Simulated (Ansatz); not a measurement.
How the equilibrium volume per atom of Pd (model structure, started from the beta-Sn type, I4₁/amd, No. 141, 2 atoms in the cell) moves with the method

No measured value is used here.

```csv
level (code),value (Å³/atom)
PBE (Ansatz),16.92
PBEsol (Ansatz),16.02
PBE-D3(BJ) (Ansatz),16.26
r²SCAN (Ansatz),16.45
```

The crystal itself was run without spin with PBE, PBEsol, PBE-D3(BJ), r²SCAN; a magnetic state was not tried in these runs. Ansatz's density-functional and Hartree–Fock values are scalar-relativistic unless marked +SOC, with PAW data made under PBE.

A model structure was made by putting elements into a prototype or built by hand; it is no filed structure, need not be a known phase, and can be a saddle point held by its symmetry.

Ansatz is an electronic-structure program.
